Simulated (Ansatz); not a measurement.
This script for Ansatz 0.2.0, Python API starts 2 runs on BH3, SMILES B. What input does the engine get in each?

`basis.py`:
```python
'''Basis-set convergence for BH3.'''

import ansatz

geometry_ang = [
    ('B', (0.0392, -0.0507, 0.0108)),
    ('H', (0.948, 0.4087, 0.5435)),
    ('H', (-0.2937, -1.1572, 0.032)),
    ('H', (-0.638, 0.7389, -0.6066)),
]
system = ansatz.Crystal.molecule()
for symbol, xyz in geometry_ang:
    system = system.atom(symbol, xyz)

model = system.calculation().correlation('ccsd_t')

energies = {}
for basis in ['aug-cc-pVDZ', 'aug-cc-pVTZ']:
    rep = model.basis(gaussian=basis).run(threads=1).report
    size = rep['n_frozen'] + rep['n_occupied'][0] + rep['n_virtual'][0]
    energies[basis] = (rep['reference_energy_ev'] / 27.211386246, rep['free_energy_ev'] / 27.211386246)
    print(f'{basis:14s} {size:4d} orbitals  reference {energies[basis][0]:14.6f} Ha  total {energies[basis][1]:14.6f} Ha')

# correlation energy at the basis limit from E(X) = E + A / X^3
small, large = (energies[b][1] - energies[b][0] for b in ('aug-cc-pVDZ', 'aug-cc-pVTZ'))
limit = (3 ** 3 * large - 2 ** 3 * small) / (3 ** 3 - 2 ** 3)
print(f'correlation energy: {small:.6f} and {large:.6f} Ha, extrapolated {limit:.6f} Ha')
print(f'share caught by the larger set: {100 * large / limit:.1f} %')
```

Run 1:
```yaml
crystal:
  periodic: [false, false, false]
  atoms:
    - { symbol: B, position_ang: [0.0392, -0.0507, 0.0108] }
    - { symbol: H, position_ang: [0.948, 0.4087, 0.5435] }
    - { symbol: H, position_ang: [-0.2937, -1.1572, 0.032] }
    - { symbol: H, position_ang: [-0.638, 0.7389, -0.6066] }
basis:
  gaussian:
    orbitals: aug-cc-pVDZ
correlation:
  method: ccsd_t
```

Run 2, against run 1:
```diff
-    orbitals: aug-cc-pVDZ
+    orbitals: aug-cc-pVTZ
```

Output of `python basis.py`:
```text
aug-cc-pVDZ      50 orbitals  reference     -26.388282 Ha  total     -26.509071 Ha
aug-cc-pVTZ     115 orbitals  reference     -26.397879 Ha  total     -26.536604 Ha
correlation energy: -0.120789 and -0.138725 Ha, extrapolated -0.146276 Ha
share caught by the larger set: 94.8 %
```

Against aug-cc-pVDZ: aug-cc-pVTZ -27.5 mHa. The last step alone is -27.53 mHa.

Notes:
- The drop along the ladder measures the basis error, and is no property of the molecule.
- The geometry is a force-field or estimated start, not a minimum of this method, and the last set is no limit. Much of the fall in a total is atomic energy, which cancels in bond and reaction energies.
- Inner cores stay frozen, so this is valence correlation.
- An extrapolation from small basis sets is rough.
- Wall time of the script: 3.5 s on 1 thread of Arm Neoverse V1, with other jobs on the host, peak memory 0.54 GiB.
